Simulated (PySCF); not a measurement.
C₂H₄O₂, SMILES O(C=O)C. Geometry optimised at PBE-D3(BJ)/def2-SVP. The values are those of a single conformer.

The numbers are results of PBE-D3(BJ)/def2-SVP in PySCF 2.14.0, not measurements.

Harmonic wavenumbers (cm⁻¹): 98, 290, 353, 762, 935, 987, 1127, 1138, 1197, 1344, 1399, 1404, 1420, 1795, 2949, 2978, 3067, 3114. Rotational constants (GHz): 19.86, 6.804, 5.239; symmetry number 1.

**Question.** Work out the zero-point energy and the ideal-gas rigid-rotor harmonic-oscillator thermochemistry at 298.15 K and 1 atm.

**Answer.** ZPE = ½ Σ hcν = ½ × 26357 cm⁻¹ = 157.65 kJ/mol. H − E(el) = 172.29 kJ/mol. Entropy in J/(mol K): translation 159.82, rotation 98.88, vibration 28.46, total 287.16. G − E(el) = 86.67 kJ/mol. Cp = 66.52 J/(mol K). Modes under 150 cm⁻¹ make the vibrational entropy uncertain.
